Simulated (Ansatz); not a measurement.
Total energies of C₃H₄ClF (`C=CC(F)Cl`).

| atom | x (Å) | y (Å) | z (Å) |
| --- | --- | --- | --- |
| C1 | 0.166 | 1.347 | 0.416 |
| C2 | 0.542 | 0.192 | -0.106 |
| C3 | -0.388 | -0.939 | -0.357 |
| F4 | -1.660 | -0.641 | 0.005 |
| Cl5 | 0.147 | -2.383 | 0.559 |
| H6 | -0.863 | 1.529 | 0.701 |
| H7 | 0.882 | 2.143 | 0.576 |
| H8 | 1.572 | 0.002 | -0.390 |
| H9 | -0.396 | -1.250 | -1.404 |

Charge 0, multiplicity 1. All single points use the PBE0-D4/def2-TZVP geometry. It is one conformer, not always the lowest. Basis def2-TZVPP, the Gaussian-basis code of Ansatz.

RPA on PBE orbitals: Hartree–Fock energy of these orbitals -674.88744 Eh, correlation -1.48090 Eh (frozen core).

```json
{"functional": "LDA (SPW92)", "energy without D4 (Eh)": "-673.63308", "D4 term (kJ/mol)": "–"}
{"functional": "PBE", "energy without D4 (Eh)": "-676.40415", "D4 term (kJ/mol)": "-17.1"}
{"functional": "revPBE", "energy without D4 (Eh)": "-676.69010", "D4 term (kJ/mol)": "-58.1"}
{"functional": "BLYP", "energy without D4 (Eh)": "-676.77818", "D4 term (kJ/mol)": "-38.6"}
{"functional": "r2SCAN", "energy without D4 (Eh)": "-676.69926", "D4 term (kJ/mol)": "-4.2"}
{"functional": "B97M-V", "energy without D4 (Eh)": "-676.68993", "D4 term (kJ/mol)": "–"}
{"functional": "PBE0", "energy without D4 (Eh)": "-676.45262", "D4 term (kJ/mol)": "-14.3"}
{"functional": "B3LYP", "energy without D4 (Eh)": "-676.86187", "D4 term (kJ/mol)": "-27.5"}
{"functional": "r2SCANh", "energy without D4 (Eh)": "-676.68683", "D4 term (kJ/mol)": "-4.4"}
{"functional": "r2SCAN0", "energy without D4 (Eh)": "-676.66934", "D4 term (kJ/mol)": "-4.8"}
{"functional": "HSE06 (plane-wave form)", "energy without D4 (Eh)": "-676.43416", "D4 term (kJ/mol)": "-13.2"}
{"functional": "BHLYP", "energy without D4 (Eh)": "-676.73107", "D4 term (kJ/mol)": "-19.4"}
{"functional": "CAM-B3LYP", "energy without D4 (Eh)": "-676.76800", "D4 term (kJ/mol)": "-14.3"}
{"functional": "LC-ωPBE", "energy without D4 (Eh)": "-676.58101", "D4 term (kJ/mol)": "–"}
{"functional": "ωB97X-V", "energy without D4 (Eh)": "-676.70647", "D4 term (kJ/mol)": "–"}
{"functional": "ωB97M-V", "energy without D4 (Eh)": "-676.74151", "D4 term (kJ/mol)": "–"}
{"functional": "B2PLYP", "energy without D4 (Eh)": "-676.55244", "D4 term (kJ/mol)": "–"}
{"functional": "PBE-QIDH", "energy without D4 (Eh)": "-676.33749", "D4 term (kJ/mol)": "–"}
```

B3LYP takes the VWN-RPA correlation (the form of Gaussian; ORCA's B3LYP/G). HSE06 is the plane-wave form, built on full-range PBE exchange. The double hybrids freeze the cores in their second-order part.

LC-ωPBE has ω = 0.4 bohr⁻¹.
